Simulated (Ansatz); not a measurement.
Rock-salt MgS, treated with PBEsol in Ansatz (plane waves, PAW).

Numerical settings: plane-wave cutoff 500 eV, 8×8×1 k mesh (along the axes of the cell as run), gaussian smearing 0.02 eV, scalar-relativistic PAW data made under PBE.

Estimate the surface energy of the (100) face and ionisation potential of the slab that the calculation returns.


surface energy of the (100) face: 0.49 J/m²
ionisation potential of the slab: 5.48 eV

The slab of 12 atoms is relaxed and unreconstructed.

Static lattice: no zero-point or thermal effects.

The result took roughly 2.7 core-minutes.

Ansatz is a first-principles code.
